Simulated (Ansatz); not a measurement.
**How far each method lies from UCCSDT(Q) for C–O–SiH, quartet**

Geometry: a PBE0/def2-TZVP stationary point for this spin, not checked as a minimum. The doublet lies 1.3 eV lower here.

```tsv
atom	x (Å)	y (Å)	z (Å)
C	0.0000	0.3330	1.7224
O	0.0000	-0.3122	0.6305
Si	0.0000	-0.0152	-1.0422
H	0.0000	1.4114	-1.4926
```

Basis cc-pVDZ; Ansatz 0.2.0. Only valence electrons are correlated (noble-gas cores frozen), which leaves 15 electrons in 44 orbitals. R marks a restricted (for open shells ROHF) determinant, U an unrestricted one.

Full CI isn't at hand for all of this; UCCSDT(Q) serves as the reference, and is uncertain by the last step of the cluster series or more. The frozen core follows each run's orbitals, which can shift R against U totals by a few meV.

For open shells CISD is restricted-active-space CI with the open shells as a complete middle space.

The UHF ⟨S²⟩ is 3.765. The T1 diagnostic (RCCSD) is 0.0300. The largest doubles amplitude (RCCSD) is 0.077. The T1 diagnostic (UCCSD) is 0.0262.

```json
{"level": "UHF", "E − E(RHF) (eV)": "-0.1684"}
{"level": "RMP2", "E − E(RHF) (eV)": "-8.9802"}
{"level": "UMP2", "E − E(RHF) (eV)": "-8.9765"}
{"level": "RCCSD", "E − E(RHF) (eV)": "-9.8079"}
{"level": "UCCSD", "E − E(RHF) (eV)": "-9.8114"}
{"level": "RCCSD(T)", "E − E(RHF) (eV)": "-10.1220"}
{"level": "UCCSD(T)", "E − E(RHF) (eV)": "-10.1220"}
```

Problem. Estimate how far UCCSDT(Q) in cc-pVDZ lies from RCCSD(T). The table doesn't fix it; the size of (T) and the diagnostics are the guide.

Solution. UCCSDT(Q) in cc-pVDZ lies 6.2 kJ/mol below RCCSD(T), which is 20 % of the (T) step (-30.3 kJ/mol). The diagnostics are small and the rest is a small part of (T), but (T) is large here. The miss exceeds 1 kcal/mol.

The other levels:

```csv
level,E − E(UCCSDT(Q)) (kJ/mol),share of correlation (%),wall time
CISD,126.6,87.12,20 s
BCCD(T),5.6,99.43,9 s
RCCSDT,2.9,99.71,–
UCCSDT,2.8,99.71,–
RCCSDT(Q),0.5,99.95,99 s
```

The correlation energy at UCCSDT(Q), counted from RHF, is -10.186 eV. That run took 85 s on 1 thread of Arm Neoverse V2, shared host.

Times hold each run's SCF and search for its determinant on a shared host, so for small cases they say little of a method's own cost; they ran on 1 thread of Arm Neoverse V2.
